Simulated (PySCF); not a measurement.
# silanimine (SiNH3): electronic excitations and core binding energies

Aim: predict the electronic excitations and core binding energies of silanimine (SiNH3) (`N=[SiH2]`).

Programs: PySCF 2.14.0, with density-fitted response routines of our own. Each step states its level of theory. These are calculated values for one molecule in the gas phase, unless marked as measured. Atoms are numbered from 0 throughout.

## (1) The starting structure

5 atoms, charge 0, multiplicity 1; geometry from: GFN2-xTB.

Bonds of the start (Å): N0–Si1 1.61, N0–H2 1.01, Si1–H3 1.45, Si1–H4 1.47.

## (2) TDDFT and polarisability: wB97X-D/def2-SVPD

The job: settings as JSON, then the geometry in Å.

```
{"job": {"kind": "uv", "xc": "wB97X-D", "basis": "def2-SVPD", "nstates": 8, "ntriplets": 3}, "charge": 0, "multiplicity": 1}
N      1.085534    -0.466493    -0.030270
Si    -0.441115     0.039154    -0.028831
H      1.894746     0.102720     0.167420
H     -1.416252    -0.988823    -0.346505
H     -1.114291     1.316295     0.221001
```

With the program's defaults for keys left out, this is: TDDFT wB97X-D/def2-SVPD, vertical, gas phase, core orbitals frozen in the response.

**Question.** This job is followed by: delta-SCF UKS SCAN, pcX-2 on the ionised atom, pcseg-1 elsewhere, spin-free X2C. What will the session give for the following? lowest singlet (wB97X-D/def2-SVPD); brightest single state of those computed; lowest triplet; N1s binding energies, SCAN/pcX-2.

As calculated:

| quantity | value |
| --- | --- |
| lowest singlet (wB97X-D/def2-SVPD) | 4.19 eV (296 nm), f = 0.001 |
| brightest single state of those computed | state 4, 6.71 eV, f = 0.146 |
| lowest triplet | 3.37 eV |
| N1s binding energies, SCAN/pcX-2 | N0 403.55 eV |

In words: The lowest singlet, at 4.19 eV, is HOMO→LUMO 0.99 and is dark; of the 8 states computed, the strongest absorption comes from state 4 at 6.71 eV. The lowest triplet lies 0.81 eV below the lowest singlet (triplets in Tamm-Dancoff, singlets in full TDDFT).
